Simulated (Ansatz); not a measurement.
## Cs2Si: from a trial structure to a relaxed crystal

Method: DFT PBE, scalar-relativistic, plane waves, PAW in Ansatz. Cutoff 420 eV, Γ-centred k mesh, Gaussian smearing, no spin polarisation in the final step.

Cs2Si was placed on the sites of a reported Cr2B cell (I4/mcm, No. 140), with Si in place of B, Cs in place of Cr, at a guessed volume.

```
Cs Si
1.0
    -4.00895    4.00895    3.33705
     4.00895   -4.00895    3.33705
     4.00895    4.00895   -3.33705
Cs Si
4 2
Direct
  0.66700 0.16700 0.83400
  0.16700 0.33300 0.50000
  0.33300 0.83300 0.16600
  0.83300 0.66700 0.50000
  0.25000 0.25000 0.00000
  0.75000 0.75000 0.00000
```

Cell and atoms relax at zero pressure; the relaxation can't lower the symmetry of the start. After a coarse first stage the cell is made exact in the group found at 0.06 Å.

Formation energies are uncorrected and refer to the elements' standard structures at the same level.

Which crystal results?

It keeps I4/mcm (No. 140), but not the shape of the type it started on. Conventional cell: a = 10.498 Å, c = 5.280 Å. Around Cs lie 2 Cs at 3.69 Å and 4 Si at 4.14 Å (next Cs at 4.33 Å); Si has 2 Si at 2.64 Å.

```xyz
6
Lattice="-5.2491 5.2491 2.6400 5.2491 -5.2491 2.6400 5.2491 5.2491 -2.6400" Properties=species:S:1:pos:R:3 pbc="T T T"
Cs    1.7136    6.9627    0.0000
Cs    3.5355    1.7136    0.0000
Cs    3.5355   -1.7136    2.6400
Cs    1.7136    3.5355    2.6400
Si    0.0000    0.0000    1.3200
Si    0.0000    0.0000    3.9600
```

What are its volume, energy, density and gap?

The volume per atom is 48.49 Å³ and the density is 3.35 g/cm³. The energy over the elements is 0.40 eV/atom. The gap on the 8×8×8 mesh is 0 eV (a metal).

The final run used a 8×8×8 mesh on its 6-atom cell and 0.10 eV smearing. For metals, differences of a few meV/atom aren't resolved. Symmetry constrained the relaxation, so the result can be a saddle point. The steps took roughly 7 core-minutes in all.